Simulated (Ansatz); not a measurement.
hcp Y, treated with r²SCAN-D4 (Ansatz, an electronic-structure program, PAW).

Run with plane-wave cutoff 560 eV, 18×18×10 k mesh (along the axes of the cell as run), Fermi–Dirac smearing 0.05 eV, scalar-relativistic PAW data made under PBE.

Shape and atoms are relaxed at each volume.

Pressure at four volumes; x = ln(V/33.201 Å³). One pressure is withheld.

```
V (Å³/atom)        x  P (GPa)
-----------  -------  -------
31.873       -0.0408        ?
32.537       -0.0202     0.85
33.201        0.0000     0.00
34.529        0.0392    -1.51
```

Problem. Pass a parabola P(x) through the three rows shown, estimate the bulk modulus and its pressure derivative near zero pressure, and predict the withheld pressure.

Solution. Slopes between the rows: (0.00 − (0.85))/(0.0000 − (-0.0202)) = -42.08 and (-1.51 − (0.00))/(0.0392 − (0.0000)) = -38.52 GPa. Their difference over the span 0.0594 is c = 3.56/0.0594 = 59.9 GPa, so P(x) = 0.85 + (-42.08)(x − (-0.0202)) + 59.9 (x − (-0.0202))(x − (0.0000)). At the middle row B = −dP/dx = −[-42.08 + 59.9 × 0.0202] = 40.9 GPa, and B′ = dB/dP = 2c/B = 2.9. At x = -0.0408 the parabola gives 1.77 GPa; the run gives 1.78 GPa. The Birch–Murnaghan fit to the energies at all volumes has B0 = 41.0 GPa and B′ = 3.1.

Measured, for comparison: bulk modulus 41.7 GPa (zero-point energy and finite temperature contributions removed, our sources range from 37.3 to 41.7; as tabulated in doi:10.1021/acs.jctc.3c00612). Computed (rounded) less measured: bulk modulus -2 % (inside the range of the sources held).

Note: the bulk modulus comes from volumes at which shape and atoms were relaxed.
